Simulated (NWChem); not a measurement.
**SiNH4O (SMILES [O]N[SiH3]): levels of theory compared**

Aim: a comparison of 3 runs (UHF/STO-3G, UHF/3-21G, UB3LYP/6-31G*) of SiNH4O. 

The calculation is run with NWChem 7.3.0.

**1. The structure to begin with**

SiNH4O has 7 atoms, charge 0, and is taken as a doublet. SMILES: `[O]N[SiH3]`. The shape is that of a GFN2-xTB optimisation.

Bond lengths: O1–N2 1.283 Å, N2–Si3 1.756 Å, N2–H4 1.022 Å, Si3–H5 1.462 Å, Si3–H6 1.460 Å, Si3–H7 1.460 Å. Angles: O1–N2–Si3 120.5°, O1–N2–H4 114.4°, Si3–N2–H4 125.1°, N2–Si3–H5 101.4°, N2–Si3–H6 107.6°, N2–Si3–H7 107.6°, H5–Si3–H6 113.9°, H5–Si3–H7 113.9°, H6–Si3–H7 111.5°.

**2. Energy and gradient at UHF/STO-3G (run 1)**

h4nosi.nw reads:

```
start h4nosi
memory 2200 mb
geometry noautosym nocenter noautoz
 O       -0.319550      -1.681360       0.963970
 N       -0.466220      -0.878510      -0.025620
 Si       0.335030       0.684380      -0.030540
 H       -1.070320      -1.232130      -0.770820
 H       -0.101510       1.229980      -1.314450
 H       -0.150000       1.433580       1.125080
 H        1.772560       0.444060       0.052370
end
basis spherical bse
 * library STO-3G
end
scf
 nopen 1
 uhf
 thresh 1e-08
 maxiter 80
 noprint "final vectors analysis"
end
task scf gradient
```

Run with:

```bash
$ nwchem h4nosi.nw > h4nosi.out
```

Output:

```text
[...]
  functions       =    23
[...]
  wavefunction    = UHF
[...]
         Total SCF energy =   -415.478296920978
      One electron energy =   -792.663178246883
      Two electron energy =    268.836517916261
 Nuclear repulsion energy =    108.348363409644
                       Sz =      0.5000
                 Sz(Sz+1) =      0.7500
                      S^2 =      0.7520
[...]
                         UHF ENERGY GRADIENTS
    atom               coordinates                        gradient
                 x          y          z           x          y          z
   1 O      -0.603862  -3.177310   1.821639   -0.010045   0.069392  -0.080902
   2 N      -0.881028  -1.660143  -0.048415    0.003917  -0.062017   0.063427
   3 Si      0.633115   1.293291  -0.057712    0.005901   0.000310   0.009741
   4 H      -2.022612  -2.328388  -1.456639    0.002974  -0.003467   0.008392
   5 H      -0.191826   2.324325  -2.483950   -0.011881  -0.000728  -0.020544
   6 H      -0.283459   2.709073   2.126093   -0.009508   0.005505   0.017818
   7 H       3.349653   0.839152   0.098965    0.018641  -0.008996   0.002068
[...]
```

Wall time 2.6 s (1 thread of Intel Xeon Platinum 8488C (Sapphire Rapids), shared host); peak memory 0.099 GiB.

**3. Energy and gradient at UHF/3-21G (run 2)**

run.py reads:

```python
from ase import Atoms
from ase.calculators.nwchem import NWChem

mol = Atoms(['O', 'N', 'Si', 'H', 'H', 'H', 'H'], positions=[
    [-0.319550, -1.681360, 0.963970],
    [-0.466220, -0.878510, -0.025620],
    [0.335030, 0.684380, -0.030540],
    [-1.070320, -1.232130, -0.770820],
    [-0.101510, 1.229980, -1.314450],
    [-0.150000, 1.433580, 1.125080],
    [1.772560, 0.444060, 0.052370],
])

calc = NWChem(
    label='h4nosi',
    theory='scf',
    memory='2200 mb',
    basis='3-21G',
    basispar='spherical bse',
    scf={'nopen': '1', 'uhf': None, 'thresh': '1e-08', 'maxiter': '80'},
)
mol.calc = calc

forces = mol.get_forces()
e = mol.get_potential_energy()
print(f"E = {e:.6f} eV")
print("forces (eV/A):")
for s, f in zip(mol.symbols, forces):
    print(f"{s:2s} {f[0]:10.5f} {f[1]:10.5f} {f[2]:10.5f}")
```

Run with:

```bash
$ export ASE_NWCHEM_COMMAND="nwchem PREFIX.nwi > PREFIX.nwo"
$ python run.py
```

Output:

```text
E = -11380.699388 eV
forces (eV/A):
O     0.54903   -2.55799    3.30037
N    -1.44239    1.40609   -3.83429
Si   -0.11771   -0.39400    0.16877
H     0.47509    0.34057    0.52780
H     0.06268    0.48548   -0.33594
H     0.01250    0.47560    0.21145
H     0.46084    0.24431   -0.03816
```

The calculator wrote h4nosi.nwi:

```
title "h4nosi"

permanent_dir h4nosi

scratch_dir h4nosi

start h4nosi

geometry units angstrom nocenter noautosym noautoz
  O  -3.1955000000000000e-01 -1.6813600000000000e+00 9.6396999999999999e-01
  N  -4.6622000000000002e-01 -8.7851000000000001e-01 -2.5620000000000000e-02
  Si 3.3502999999999999e-01 6.8437999999999999e-01 -3.0540000000000001e-02
  H  -1.0703199999999999e+00 -1.2321299999999999e+00 -7.7081999999999995e-01
  H  -1.0151000000000000e-01 1.2299800000000001e+00 -1.3144499999999999e+00
  H  -1.4999999999999999e-01 1.4335800000000001e+00 1.1250800000000001e+00
  H  1.7725599999999999e+00 4.4406000000000001e-01 5.2370000000000000e-02
end

memory 2200 mb

basis spherical bse noprint
   * library 3-21G
end

scf
  nopen 1
  uhf
  thresh 1e-08
  maxiter 80
end

task scf gradient
```

h4nosi.nwo, cut to the lines that bear on the results:

```text
[...]
      One electron energy =   -793.468988812084
[... 1 line left out ...]
 Nuclear repulsion energy =    108.348363409644
[... 39 lines left out ...]
          Final beta eigenvalues
[... 199 lines left out ...]
                     UHF Final Beta Molecular Orbital Analysis
[...]
  wavefunction    =   UHF
                         UHF ENERGY GRADIENTS
    atom               coordinates                        gradient
                 x          y          z           x          y          z
   1 O      -0.603862  -3.177310   1.821639   -0.010677   0.049745  -0.064182
   2 N      -0.881028  -1.660143  -0.048415    0.028050  -0.027344   0.074565
   3 Si      0.633115   1.293291  -0.057712    0.002289   0.007662  -0.003282
   4 H      -2.022612  -2.328388  -1.456639   -0.009239  -0.006623  -0.010264
   5 H      -0.191826   2.324325  -2.483950   -0.001219  -0.009441   0.006533
   6 H      -0.283459   2.709073   2.126093   -0.000243  -0.009249  -0.004112
   7 H       3.349653   0.839152   0.098965   -0.008962  -0.004751   0.000742
[...]
```

It took 4.8 s on 1 thread of Intel Xeon Platinum 8488C (Sapphire Rapids), shared host; peak memory 0.098 GiB.

**4. Energy and forces at UB3LYP/6-31G(d) (Cartesian functions) (run 3)**

h4nosi.nw reads:

```
start h4nosi
title "H4NOSi"
memory 2200 mb

geometry units angstrom noautosym nocenter noautoz
   O     -0.319550    -1.681360     0.963970
   N     -0.466220    -0.878510    -0.025620
   Si     0.335030     0.684380    -0.030540
   H     -1.070320    -1.232130    -0.770820
   H     -0.101510     1.229980    -1.314450
   H     -0.150000     1.433580     1.125080
   H      1.772560     0.444060     0.052370
end

basis
   * library 6-31G*
end

dft
   xc b3lyp
   mult 2
   grid xfine
   convergence energy 1e-08
   iterations 100
   mulliken
end

task dft gradient
```

Run with:

```bash
$ nwchem h4nosi.nw > h4nosi.out
```

Output:

```text
[...]
          Wavefunction type:  spin polarized.
          No. of atoms     :     7
          No. of electrons :    33
[...]
          Charge           :     0
          Spin multiplicity:     2
[...]
          AO basis - number of functions:    57
[...]
              XC Information
              --------------
                         B3LYP Method XC Potential
                     Hartree-Fock (Exact) Exchange  0.200
                        Slater Exchange Functional  0.800 local
                    Becke 1988 Exchange Functional  0.720 non-local
              Lee-Yang-Parr Correlation Functional  0.810
                  VWN I RPA Correlation Functional  0.190 local
[...]
 d= 0,ls=0.0,diis     1   -421.7060849633 -5.30D+02  1.30D-02  1.76D-01     3.4
[...]
 d= 0,ls=0.0,diis    12   -421.7943993206 -3.82D-09  1.81D-07  5.48D-11    36.8
[...]
         Total DFT energy =     -421.794399320554
      One electron energy =     -796.694402478168
           Coulomb energy =      304.466866841403
    Exchange-Corr. energy =      -37.915227093434
 Nuclear repulsion energy =      108.348363409644
[...]
      Total Density - Mulliken Population Analysis
     ---------------------------------------------
    Atom       Charge   Shell Charges
 -----------   ------   -------------------------------------------------------
    1 O    8     8.34   1.99  0.93  2.80  1.04  1.56  0.01
    2 N    7     7.28   1.99  0.79  2.49  0.72  1.23  0.06
    3 Si  14    13.52   2.00  1.99  5.96  1.04  1.88  0.21  0.27  0.18
    4 H    1     0.68   0.51  0.17
    5 H    1     1.07   0.52  0.56
    6 H    1     1.05   0.52  0.54
    7 H    1     1.05   0.52  0.53
[...]
      <S2> =      0.7529 (Exact =     0.7500)
[...]
  wavefunction    = open shell
                         DFT ENERGY GRADIENTS
    atom               coordinates                        gradient
                 x          y          z           x          y          z
   1 O      -0.603862  -3.177310   1.821639   -0.003157   0.009813  -0.014573
   2 N      -0.881028  -1.660143  -0.048415    0.006830   0.003227   0.009252
   3 Si      0.633115   1.293291  -0.057712    0.003163   0.006854  -0.000935
   4 H      -2.022612  -2.328388  -1.456639    0.001685  -0.001124   0.004021
   5 H      -0.191826   2.324325  -2.483950   -0.000218  -0.008435   0.007380
   6 H      -0.283459   2.709073   2.126093    0.000785  -0.007710  -0.005319
   7 H       3.349653   0.839152   0.098965   -0.009087  -0.002625   0.000172
[...]
```

Wall time 44 s (1 thread of Intel Xeon Platinum 8488C (Sapphire Rapids), shared host); peak memory 0.13 GiB.

**5. All runs side by side**

```csv
run,level,Cartesian functions,iteration cap,energy (Eh),dipole moment (D),⟨S²⟩,largest force (eV/Å),wall time
1,UHF/STO-3G,no,80,-415.478297,2.14,0.752,5.505,2.6 s
2,UHF/3-21G,no,80,-418.232992,2.63,0.756,4.331,4.8 s
3,UB3LYP/6-31G* (Cartesian functions),yes,100,-421.794399,2.78,0.753,0.918,44 s
```

**6. Results**

| quantity | value |
| --- | --- |
| run 3: total energy | -421.79440 Eh |
| run 3: dipole moment | 2.78 D |
| run 3: HOMO energy (highest over α and β) | -5.87 eV |
| run 3: LUMO energy (lowest over α and β) | -1.72 eV |
| run 3: ⟨S²⟩ | 0.753 |
| run 3: largest force on an atom | 0.918 eV/Å |

**Reading.** The dipole moment (its size) runs from 2.14 D (UHF/STO-3G) to 2.78 D (UB3LYP/6-31G*). The two ends differ in method and basis. In run 1 the basis is minimal, so the values are rough. All runs together took 51 s, the longest 44 s.
